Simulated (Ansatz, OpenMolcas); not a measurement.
# Predicting a hybrid from its neighbours: C2H8N2

C2H8N2 has 12 atoms, charge 0, and is taken as a singlet. SMILES: `CN(C)N`. Geometry: relaxed at PBE0-D4/def2-TZVP. This is a higher conformer, about 14 kJ/mol above the lowest found by a separate search.

The vertical energy of the triplet above the singlet y, in eV, basis 6-31G(d); a is the functional's share of exact exchange. Programs: Ansatz 0.2.0, OpenMolcas 26.06.

| functional | program | a | y (eV) |
| --- | --- | --- | --- |
| TPSS | OpenMolcas | 0 | 5.76 |
| PBE | Ansatz | 0 | 5.55 |
| B3LYP | Ansatz | 0.2 | 5.93 |
| r2SCAN0 | Ansatz | 0.25 | 6.12 |
| PBE0 | Ansatz | 0.25 | ? |
| BHLYP | Ansatz | 0.5 | 6.42 |

Task: Fit y = c + s·a to the known rows and predict PBE0.

Result: 
1. Means of the 5 rows: a = 0.1900, y = 5.956.
2. Σ(Δa)² = 0.172, Σ(Δa·Δy) = 0.2678, so the slope is 0.2678/0.172 = 1.557.
3. Intercept: 5.956 − (1.557) × 0.1900 = 5.660. The largest residual of the fit is 0.11.
4. PBE0: 5.660 + (1.557) × 0.25 = 6.05 eV.

The run gave 6.03 eV, so the prediction is off by +0.02 eV, within the largest residual. The rows mix families of semi-local functionals, which the line can't see.
